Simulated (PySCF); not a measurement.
**ClF⁻, CCSD(T): how much the basis matters**

PySCF, UHF reference; doublet, unpaired electrons σ ↑; De to Cl⁻ + F without counterpoise correction. Frozen cores follow the default of each basis and core potential.

```tsv
basis	relativity	functions	Re (Å)	ωe (cm⁻¹)	De (eV)	frozen orbitals
aug-pcseg-1	no relativity	50	2.206	369	1.30	6
aug-cc-pV(D+d)Z/aug-cc-pVDZ	no relativity	55	2.194	360	n/a	6
def2-TZVPPD	no relativity	91	2.175	365	1.21	6
```

(1) How does each smaller set differ from the one with most functions, def2-TZVPPD?

Correlated steps freeze 6 core orbitals. Correlated levels converge slowly with the basis: in double zeta they bind strong bonds too weakly, by up to about 1 eV, and carry superposition errors of some tenths. For an ion De counts to the pair picked by the measured ionisation energies or electron affinities, which need not be the lowest pair at this level. The CCSD T1 diagnostic is raised in ClF⁻, a sign that a single reference may not be enough there. The state is the lowest determinant that a PBE0 search found; another state may lie lower at other levels.

Answers

(1) aug-pcseg-1: +3.1 pm, +1.1 % in ωe, +0.09 eV in De; aug-cc-pV(D+d)Z/aug-cc-pVDZ: +1.9 pm, -1.4 % in ωe. All at CCSD(T); the set with most functions is neither the basis-set limit nor always the best.
